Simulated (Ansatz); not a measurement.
We consider hcp Tc, described by r²SCAN+rVV10 (Ansatz, an electronic-structure program, PAW).

Settings: plane-wave cutoff 560 eV, 24×24×12 k mesh (along the axes of the cell as run), Fermi–Dirac smearing 0.05 eV, no spin polarisation, scalar-relativistic PAW data made under PBE.

Equation-of-state points:

```tsv
V (Å³/atom)	E − E_lowest (meV/atom)	P (GPa)
13.539	24.85	14.64
13.821	5.99	6.93
14.103	0.00	0.00
14.385	5.57	-6.21
14.667	21.49	-11.78
```

Question: What bulk modulus B0 and pressure derivative B′ does a third-order Birch–Murnaghan fit give?

Answer: V0 = 14.103 Å³/atom, B0 = 328 GPa, B′ = 4.4 (fit to the energies at full precision).

Shape and atoms are relaxed at each volume.

Measured, for comparison: bulk modulus 303 GPa (zero-point energy and finite temperature contributions removed; as tabulated in doi:10.1021/acs.jctc.3c00612). Computed (rounded) less measured: bulk modulus +8 %.

Note: the bulk modulus comes from volumes at which shape and atoms were relaxed.

Static lattice: no zero-point or thermal effects.
